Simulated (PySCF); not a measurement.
OS, charge +1, quartet, geometry from GFN2-xTB of the parent state (a state made from the parent by changing its charge; the spin is typed, not shown lowest); BLYP/pcseg-1 in PySCF.

The PySCF input:
```python
from pyscf import gto, scf, dft

mol = gto.Mole()
mol.atom = '''
    O    -0.00000000   -0.00000000   -0.97800273
    S     0.00000000    0.00000000    0.48900137
'''
mol.basis = 'pcseg-1'
mol.charge = 1
mol.spin = 3
mol.verbose = 4
mol.build()

mf = dft.UKS(mol)
mf.xc = 'blyp'
mf.kernel()
mf.analyze()
```

Problem. Predict the main parts of the log of this PySCF run.

Solution. 
```
PySCF version 2.14.0

[INPUT] verbose = 4
[INPUT] num. atoms = 2
[INPUT] num. electrons = 23
[INPUT] charge = 1
[INPUT] spin (= nelec alpha-beta = 2S) = 3
[INPUT] symmetry False subgroup None
[INPUT] Mole.unit = angstrom
[INPUT] Symbol           X                Y                Z      unit          X                Y                Z       unit  Magmom
[INPUT]  1 O      0.000000000000   0.000000000000  -0.978002730000 AA    0.000000000000   0.000000000000  -1.848157308777 Bohr   0.0
[INPUT]  2 S      0.000000000000   0.000000000000   0.489001370000 AA    0.000000000000   0.000000000000   0.924078663837 Bohr   0.0

nuclear repulsion = 46.1721156728601
number of shells = 6
number of NR pGTOs = 69
number of NR cGTOs = 32
basis = pcseg-1
ecp = {}

******** <class 'pyscf.dft.uks.UKS'> ********
method = UKS
initial guess = minao
damping factor = 0
level_shift factor = 0
DIIS = <class 'pyscf.scf.diis.CDIIS'>
diis_start_cycle = 1
diis_space = 8
diis_damp = 0
SCF conv_tol = 1e-09
SCF conv_tol_grad = None
SCF max_cycles = 50
direct_scf = True
direct_scf_tol = 1e-13
number electrons alpha = 13  beta = 10
XC library pyscf.dft.libxc version 7.1.2
    S. Lehtola, C. Steigemann, M. J. T. Oliveira, and M. A. L. Marques,  SoftwareX 7, 1–5 (2018)
XC functionals = blyp
    A. D. Becke,  Phys. Rev. A 38, 3098 (1988)
    C. Lee, W. Yang, and R. G. Parr,  Phys. Rev. B 37, 785 (1988)
    B. Miehlich, A. Savin, H. Stoll, and H. Preuss,  Chem. Phys. Lett. 157, 200 (1989)
radial grids:
    Treutler-Ahlrichs [JCP 102, 346 (1995); DOI:10.1063/1.469408] (M4) radial grids

becke partition: Becke, JCP 88, 2547 (1988); DOI:10.1063/1.454033
pruning grids: <function nwchem_prune>
grids dens level: 3
symmetrized grids: False
atomic radii adjust function: <function treutler_atomic_radii_adjust>
small_rho_cutoff = 0
Set gradient conv threshold to 3.16228e-05
tot grids = 32968
init E= -473.585300043327

cycle= 1 E= -472.757113571159  delta_E= 0.828  |g|= 0.272  |ddm|= 1.56

cycle= 2 E= -472.728783862455  delta_E= 0.0283  |g|= 0.392  |ddm|= 0.938

cycle= 3 E= -472.795805552999  delta_E= -0.067  |g|= 0.153  |ddm|= 0.514

cycle= 4 E= -472.806009438226  delta_E= -0.0102  |g|= 0.00682  |ddm|= 0.13

cycle= 5 E= -472.806035542897  delta_E= -2.61e-05  |g|= 0.00174  |ddm|= 0.0109

cycle= 6 E= -472.806037353629  delta_E= -1.81e-06  |g|= 0.000555  |ddm|= 0.00379

cycle= 7 E= -472.806037569913  delta_E= -2.16e-07  |g|= 9.56e-05  |ddm|= 0.000838

cycle= 8 E= -472.806037577087  delta_E= -7.17e-09  |g|= 1.29e-05  |ddm|= 0.000155

cycle= 9 E= -472.806037577231  delta_E= -1.44e-10  |g|= 2.65e-06  |ddm|= 2.74e-05

Extra cycle  E= -472.806037577236  delta_E= -5.8e-12  |g|= 5.14e-06  |ddm|= 1.83e-05
converged SCF energy = -472.806037577236  <S^2> = 3.7549012  2S+1 = 4.0024498
**** SCF Summaries ****
Total Energy =                        -472.806037577236452
Nuclear Repulsion Energy =              46.172115672860080
One-electron Energy =                 -735.492601505930566
Two-electron Energy =                  216.514448255834054
Two-electron Coulomb Energy =          250.466071770730679
DFT Exchange-Correlation Energy =      -33.951623514896610
**** MO energy ****
                             alpha | beta                alpha | beta
MO #1   energy= -88.5597401005266  | -88.5495470056624  occ= 1 | 1
MO #2   energy= -19.2504014558277  | -19.2181231285416  occ= 1 | 1
MO #3   energy= -8.12289394874283  | -8.11351412095025  occ= 1 | 1
MO #4   energy= -6.15778626317054  | -6.15026074890237  occ= 1 | 1
MO #5   energy= -6.155801568818    | -6.13917875600238  occ= 1 | 1
MO #6   energy= -6.15101309114858  | -6.13589479704496  occ= 1 | 1
MO #7   energy= -1.42014758123797  | -1.35441672689554  occ= 1 | 1
MO #8   energy= -0.960758064562335 | -0.892815803567571 occ= 1 | 1
MO #9   energy= -0.811613209725751 | -0.719862477410093 occ= 1 | 1
MO #10  energy= -0.765911680796856 | -0.709601231809696 occ= 1 | 1
MO #11  energy= -0.760953594835577 | -0.692843081732254 occ= 1 | 0
MO #12  energy= -0.575621761683998 | -0.478636353174419 occ= 1 | 0
MO #13  energy= -0.548607908879294 | -0.470187755703359 occ= 1 | 0
MO #14  energy= -0.330454985152799 | -0.293535857592804 occ= 0 | 0
MO #15  energy= -0.0367732797480382 | -0.00733399090355083 occ= 0 | 0
MO #16  energy= -0.0281682137525725 | -0.0069846794731073 occ= 0 | 0
MO #17  energy= -0.0230301196602247 | 0.00507664222679116 occ= 0 | 0
MO #18  energy= 0.0209045154438479 | 0.0339403983648245 occ= 0 | 0
MO #19  energy= 0.182107612912959  | 0.272365093076578  occ= 0 | 0
MO #20  energy= 0.182233442588386  | 0.279411640874729  occ= 0 | 0
MO #21  energy= 0.199773075295612  | 0.279761536371539  occ= 0 | 0

To work with the spin densities directly, `use mulliken_meta_spin()` only printing them here.

 ** Mulliken spin pop alpha/beta on meta-lowdin orthogonal AOs **
 ** Mulliken Spin Density (per AO)  **
spin_pop of  0 O 1s       -0.00001
spin_pop of  0 O 2s        0.01369
spin_pop of  0 O 3s        0.00004
spin_pop of  0 O 2px       0.42805
spin_pop of  0 O 2py       0.84611
spin_pop of  0 O 2pz      -0.00173
spin_pop of  0 O 3px       0.00164
spin_pop of  0 O 3py       0.00184
spin_pop of  0 O 3pz       0.00076
spin_pop of  0 O 3dxy      0.00008
spin_pop of  0 O 3dyz      0.00218
spin_pop of  0 O 3dz^2    -0.00013
spin_pop of  0 O 3dxz      0.00042
spin_pop of  0 O 3dx2-y2    0.00004
spin_pop of  1 S 1s        0.00000
spin_pop of  1 S 2s        0.00000
spin_pop of  1 S 3s        0.01669
spin_pop of  1 S 4s        0.00017
spin_pop of  1 S 2px       0.00011
spin_pop of  1 S 2py       0.00014
spin_pop of  1 S 2pz      -0.00001
spin_pop of  1 S 3px       0.76242
spin_pop of  1 S 3py       0.93019
spin_pop of  1 S 3pz      -0.03115
spin_pop of  1 S 4px       0.00738
spin_pop of  1 S 4py       0.01128
spin_pop of  1 S 4pz       0.00023
spin_pop of  1 S 3dxy      0.00007
spin_pop of  1 S 3dyz      0.00646
spin_pop of  1 S 3dz^2     0.00121
spin_pop of  1 S 3dxz      0.00179
spin_pop of  1 S 3dx2-y2    0.00004
 ** Mulliken Spin Density (per atom)  **
spin density of  0 O =      1.29298
spin density of  1 S =      1.70702
 ** Mulliken pop alpha/beta on meta-lowdin orthogonal AOs **
 ** Mulliken pop       alpha | beta **
pop of  0 O 1s        0.99997 | 0.99997
pop of  0 O 2s        0.91858 | 0.90489
pop of  0 O 3s        0.00149 | 0.00145
pop of  0 O 2px       0.98699 | 0.55893
pop of  0 O 2py       0.98742 | 0.14131
pop of  0 O 2pz       0.75044 | 0.75216
pop of  0 O 3px       0.00170 | 0.00005
pop of  0 O 3py       0.00185 | 0.00001
pop of  0 O 3pz       0.00290 | 0.00214
pop of  0 O 3dxy      0.00008 | 0.00001
pop of  0 O 3dyz      0.00274 | 0.00055
pop of  0 O 3dz^2     0.00590 | 0.00603
pop of  0 O 3dxz      0.00261 | 0.00219
pop of  0 O 3dx2-y2    0.00005 | 0.00000
pop of  1 S 1s        1.00000 | 1.00000
pop of  1 S 2s        0.99992 | 0.99992
pop of  1 S 3s        0.93116 | 0.91448
pop of  1 S 4s        0.00713 | 0.00696
pop of  1 S 2px       0.99999 | 0.99988
pop of  1 S 2py       0.99999 | 0.99985
pop of  1 S 2pz       0.99992 | 0.99993
pop of  1 S 3px       0.98833 | 0.22591
pop of  1 S 3py       0.98741 | 0.05722
pop of  1 S 3pz       0.35569 | 0.38683
pop of  1 S 4px       0.01145 | 0.00407
pop of  1 S 4py       0.01232 | 0.00104
pop of  1 S 4pz       0.01710 | 0.01686
pop of  1 S 3dxy      0.00007 | 0.00000
pop of  1 S 3dyz      0.00827 | 0.00181
pop of  1 S 3dz^2     0.00957 | 0.00836
pop of  1 S 3dxz      0.00894 | 0.00715
pop of  1 S 3dx2-y2    0.00004 | 0.00000
In total            13.00000 | 10.00000
 ** Mulliken atomic charges   ( Nelec_alpha | Nelec_beta ) **
charge of  0O =     -0.03242  (     4.66270      3.36972 )
charge of  1S =      1.03242  (     8.33730      6.63028 )

WARN: System has nonzero charge 1; the dipole moment is origin-dependent.
Location of origin: [0. 0. 0.]

Dipole moment(X, Y, Z, Debye):  0.00000,  0.00000,  1.05709
```
